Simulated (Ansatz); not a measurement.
**How methods differ on CH5Si (SMILES C[SiH2])**

CH5Si: 7 atoms, total charge 0, spin state doublet. SMILES: `C[SiH2]`. The shape is that of a PBE0-D4/def2-TZVP optimisation.

```xyz
7

C    -0.1226   -0.8032    0.0952
Si    0.1762    1.0348    0.3140
H    -0.2048   -1.0549   -0.9666
H     0.6992   -1.3833    0.5195
H    -1.0471   -1.1077    0.5895
H    -0.9515    1.8464   -0.2257
H     1.4506    1.4680   -0.3260
```

Quantity: the energy change with the C1–Si2 bond stretched from 1.875 to 3.750 Å, in eV. The values are calculated.

| level | kind | program | value (eV) | less FCI/STO-3G |
| --- | --- | --- | --- | --- |
| USVWN5/STO-3G | LDA | Ansatz | 5.35 | +1.15 |
| U-revPBE/STO-3G | GGA | Ansatz | 4.56 | +0.36 |
| U-r2SCAN/STO-3G | meta-GGA | Ansatz | 4.68 | +0.48 |
| UBHLYP/STO-3G | global hybrid | Ansatz | 4.48 | +0.28 |
| UHSE06/STO-3G | range-separated hybrid | Ansatz | 4.76 | +0.56 |
| RPA@PBE/STO-3G | RPA | Ansatz | 4.27 | +0.07 |
| UMP2/STO-3G | perturbation theory | Ansatz | 4.36 | +0.16 |
| UCCSD/STO-3G | coupled cluster or CI | Ansatz | 4.19 | -0.01 |
| FCI/STO-3G | exact in the basis | Ansatz | 4.20 | 0.00 |

FCI/STO-3G is exact within its basis and frozen core, so for wave-function methods in that basis the difference is their error; functionals converge differently with the basis, so for them it is only a difference. The first shape isn't each level's own minimum. The values span 4.19 to 5.35 eV. Spin contamination of the reference (⟨S²⟩ at least 0.1 too high) touches U-revPBE/STO-3G, U-r2SCAN/STO-3G, UBHLYP/STO-3G, UHSE06/STO-3G, RPA@PBE/STO-3G, UMP2/STO-3G, UCCSD/STO-3G. All rows use very small basis sets, so none should be taken for the real molecule's value.
